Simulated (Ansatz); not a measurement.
**AlNH2+ (doublet): the correlation ladder, def2-TZVPP**

One table from this session's results is given with a row withheld; the runs are named, their logs left out.

The runs use Ansatz 0.2.0, Gaussian basis; def2-TZVPP, core rule «outside noble gas», up to 6 orbitals frozen.

To be run: UHF; ROHF; CCSD(T) on UHF.

2 further runs of the same task are left out: 2 set aside as unsound or not needed.

### The geometry

The geometry is a PBE0/def2-TZVP stationary point (not a proven minimum) of the parent state, kept for this charge and spin.

4 atoms, charge 1, spin multiplicity 2.

Atoms are counted from 1 here; the program's logs count them from 0.

Bond lengths: Al1–N2 1.796 Å, N2–H3 1.012 Å, N2–H4 1.012 Å. Angles: Al1–N2–H3 125.6°, Al1–N2–H4 125.6°, H3–N2–H4 108.7°.

Set-up of the first run:

Input file in.yaml:

```yaml
crystal:
  periodic: [false, false, false]
  atoms:
    - {symbol: Al, position_ang: [0.000000, 0.000000, 0.696811]}
    - {symbol: N, position_ang: [0.000000, 0.000000, -1.099242]}
    - {symbol: H, position_ang: [0.000000, 0.822256, -1.688737]}
    - {symbol: H, position_ang: [0.000000, -0.822256, -1.688737]}
basis:
  gaussian: {orbitals: def2-TZVPP}
total_charge: 1
magnetization: {spin_polarized: true, initial_magnetization: 1}
hamiltonian: {xc: hf}
output: {orbitals: {seedname: orbitals}}
```

The run is started by

```console
> ansatz run in.yaml --threads 1 --pin off --events-out ev --progress --plain --max-ram 4096MiB --backend cpu
```

Among the steps run: UHF; ROHF; CCSD(T) on UHF.

One of the session's tables, all rows but one given; the rest of the session is left out.

It belongs to the step «Misses and costs». 

```
  method  from UCCSD(T) (meV)
    ROHF                    ?
     UHF              +7308.2
    UMP2               +565.8
   UCCSD               +283.4
UCCSD(T)                    0
```

Estimate the missing values for ROHF.

**Answer.** from UCCSD(T) (meV): +7336.0. In the column «from UCCSD(T) (meV)» it is the highest.
